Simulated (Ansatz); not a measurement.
# BH₄NS: one species, many methods

Aim: compute BH₄NS with functionals from several rungs and with coupled cluster, and see how far each lands from CCSD(T) at the basis-set limit for the atomisation energy.

Method: functionals in def2-TZVPP, the program's frozen cores in correlated methods; program: Ansatz 0.2.0, Gaussian basis.

Levels to be run: LDA (SPW92), PBE-D4, revPBE-D4, BLYP-D4, r2SCAN-D4, B97M-V, PBE0-D4, B3LYP-D4, r2SCANh-D4, r2SCAN0-D4, HSE06-D4, BHLYP-D4, CAM-B3LYP-D4, LC-ωPBE, ωB97X-V, ωB97M-V, B2PLYP, PBE-QIDH; CCSD(T)/def2-SVP; CCSD(T)/def2-TZVPP; CCSD(T)/def2-QZVPP; extrapolation to the limit; RPA on PBE.

## (1) The relaxed structure

All runs share one geometry, relaxed beforehand with PBE0-D4 in a triple-zeta def2 set.

SMILES `NBS`, 7 atoms, charge 0, spin multiplicity 1.

Atoms are counted from 1 here; the program's logs count them from 0.

Bond lengths: N1–B2 1.391 Å, N1–H4 1.006 Å, N1–H5 1.004 Å, B2–S3 1.816 Å, B2–H6 1.194 Å, S3–H7 1.339 Å. Angles: B2–N1–H4 124.2°, B2–N1–H5 121.9°, H4–N1–H5 113.8°, N1–B2–S3 120.0°, N1–B2–H6 119.9°, S3–B2–H6 120.1°, B2–S3–H7 96.3°.

## (2) LDA

This LDA is Slater exchange with PW92 correlation.

Contents of in.yaml:

```yaml
crystal:
  periodic: [false, false, false]
  atoms:
    - {symbol: N, position_ang: [-0.919190, 0.393174, -0.612085]}
    - {symbol: B, position_ang: [0.157029, 0.144347, 0.234134]}
    - {symbol: S, position_ang: [1.088751, -1.407582, 0.085996]}
    - {symbol: H, position_ang: [-1.235614, -0.240267, -1.326472]}
    - {symbol: H, position_ang: [-1.454360, 1.241167, -0.555621]}
    - {symbol: H, position_ang: [0.466095, 0.952177, 1.056581]}
    - {symbol: H, position_ang: [1.958590, -1.151016, 1.071767]}
basis:
  gaussian: {orbitals: def2-TZVPP}
hamiltonian: {xc: lda}
output: {orbitals: {seedname: orbitals}}
```

Launch:

```sh
$ ansatz run in.yaml --threads 2 --pin off --events-out ev --progress --plain --max-ram 32768MiB --backend cpu
```

Further steps of the session: PBE-D4 (GGA); revPBE-D4 (GGA); BLYP-D4 (GGA); r2SCAN-D4 (meta-GGA); B97M-V (meta-GGA); PBE0-D4 (hybrid); B3LYP-D4 (hybrid); r2SCANh-D4 (hybrid); r2SCAN0-D4 (hybrid); HSE06-D4 (hybrid); BHLYP-D4 (hybrid); CAM-B3LYP-D4 (range-separated); LC-ωPBE (range-separated); ωB97X-V (range-separated); ωB97M-V (range-separated); B2PLYP (double hybrid); PBE-QIDH (double hybrid); CCSD(T) in def2-SVP; CCSD(T) in def2-TZVPP; CCSD(T) in def2-QZVPP; RPA on PBE orbitals.

Before running them: what should the planned runs give, taken together? Wanted: atomisation energy, CCSD(T)/CBS; farthest beyond LDA; mean size of error, GGA; mean size of error, meta-GGA; mean size of error, hybrid; mean size of error, range-separated; mean size of error, double hybrid; gap, smallest and largest; T1 diagnostic.

**Answer**, as computed:

```
                               quantity                                             value
        atomisation energy, CCSD(T)/CBS                                         25.378 eV
    functionals within 0.127 eV (0.5 %)  revPBE-D4, r2SCANh-D4, LC-ωPBE, B2PLYP, PBE-QIDH
                    farthest beyond LDA                                PBE-D4 (+0.650 eV)
                mean size of error, GGA                                          0.301 eV
           mean size of error, meta-GGA                                          0.251 eV
             mean size of error, hybrid                                          0.225 eV
    mean size of error, range-separated                                          0.231 eV
      mean size of error, double hybrid                                          0.099 eV
              gap, smallest and largest         5.40 eV (LDA (SPW92)), 12.57 eV (LC-ωPBE)
                          T1 diagnostic                                            0.0123
triples share of the correlation energy                                             4.0 %
```

What this shows: LDA overbinds by 3.748 eV (15 %). PBE-D4 misses by +0.650 eV. Double hybrids carry the basis error of their MP2 part in triple zeta, and no dispersion term here, so their miss is partly the set-up's. By mean error the best rung here is double hybrid (0.099 eV) and the worst beyond LDA is GGA (0.301 eV). The reference freezes the cores and leaves out relativity and excitations past (T), so misses under about 0.127 eV can't be ranked. Hartree-Fock recovers 73 % of the binding; the rest is correlation. CCSD(T) in def2-SVP is off by -1.511 eV, so the small basis spoils what the method gains. The gap grows from 5.4 to 12.6 eV across the functionals, mostly with the share of exact exchange.
